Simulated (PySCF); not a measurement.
Thiopropynal, C₃H₂S.
Atom-mapped SMILES: `[CH:1]#[C:2][CH:3]=[S:4]` (hydrogens: H5 on C1; H6 on C3)

Computed by this run: PBE/def2-TZVP geometry optimisation, gas phase in PySCF; density fitting, grid level 1; the optimiser is geomeTRIC in internal coordinates, started from a GFN2-xTB structure.

Step 0: E = -13968.9012 eV
```
atom  x, y, z in Å  |  force x, y, z in eV/Å
C1      1.5421   -0.1995   -0.0604    0.399   0.036  -0.004
C2      0.3599    0.0315   -0.0065   -0.586   0.074   0.026
C3     -1.0161    0.2414    0.0490   -0.223  -0.091  -0.023
S4     -2.1107   -0.9564   -0.0882   -0.347  -0.275  -0.021
H5      2.5750   -0.3824   -0.1055    0.843  -0.168  -0.038
H6     -1.3470    1.2674    0.1900   -0.086   0.423   0.061
```

Question: Estimate the geometry and energy of step 1. (The exact step hangs on the optimiser's Hessian estimate; all steps are aligned on step 0, rigid shifts and turns removed.)

Answer: E = -13968.9330 eV, largest force 0.191 eV/Å
```
atom  x, y, z in Å  |  force x, y, z in eV/Å
C1      1.5598   -0.1803   -0.0584    0.189  -0.025  -0.008
C2      0.3573   -0.0034   -0.0120   -0.108   0.003   0.002
C3     -1.0295    0.2219    0.0452   -0.056   0.048   0.007
S4     -2.1696   -0.9444   -0.0847   -0.026  -0.030   0.001
H5      2.6152   -0.3632   -0.1029   -0.023   0.013   0.003
H6     -1.3300    1.2713    0.1912    0.025  -0.010  -0.005
```

The energy changes by -0.0319 eV. The first-order estimate −F·Δx gives -0.0593 eV and the mean of the old and new forces, exact on a quadratic surface, -0.0315 eV. The step makes an angle of 60° with the force vector and moves no atom by more than 0.060 Å.

What follows is the cost of the whole optimisation. Time: 23 s wall; peak memory 0.50 GiB. Hardware: an Arm Neoverse V1 with one thread, shared host.
